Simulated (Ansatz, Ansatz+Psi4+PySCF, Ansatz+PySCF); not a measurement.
```yaml
atoms:
  - { symbol: H, position_ang: [0.0000, -1.2492, -1.3140] }
  - { symbol: C, position_ang: [0.0000, -0.1667, -1.2452] }
  - { symbol: C, position_ang: [0.0000, 0.4797, 0.0000] }
  - { symbol: C, position_ang: [0.0000, -0.1667, 1.2452] }
  - { symbol: H, position_ang: [0.0000, 0.3920, 2.1723] }
  - { symbol: H, position_ang: [0.0000, 0.3920, -2.1723] }
  - { symbol: H, position_ang: [0.0000, 1.5680, 0.0000] }
  - { symbol: H, position_ang: [0.0000, -1.2492, 1.3140] }
```

Basis set: cc-pVTZ (spherical functions). Correlated methods keep 3 orbitals frozen. Correlation on ROHF uses semicanonical orbitals with singles. Charge 0, multiplicity 2.

Computed with Ansatz (development build ahead of 0.2.0); the reference of a correlated method needn't be the lowest determinant of its kind.

(1) Give the atomization energy at this shape (free ground-state atoms in the same class of orbitals less the molecule, no zero-point energy) of doublet C3H5 by ROHF-CCSD(T), ROHF-MP2, UHF-MP2, ROHF, UHF.

## Answers

(1)

```csv
method,atomization energy
ROHF-CCSD(T),32.42 eV
ROHF-MP2,32.75 eV
UHF-MP2,32.43 eV
ROHF,25.21 eV
UHF,25.50 eV
```

Caution for ROHF-CCSD(T), ROHF-MP2, ROHF: an unrestricted determinant lies well below. Caution for ROHF-CCSD(T): the determinant is a saddle point. Caution for ROHF-MP2: another reference gives a lower total. Caution for ROHF-MP2, UHF-MP2: forces differ strongly between restricted and unrestricted references. Caution for ROHF-MP2, ROHF: the determinant breaks the point group. Caution for UHF-MP2, UHF: the unrestricted determinant is spin contaminated.
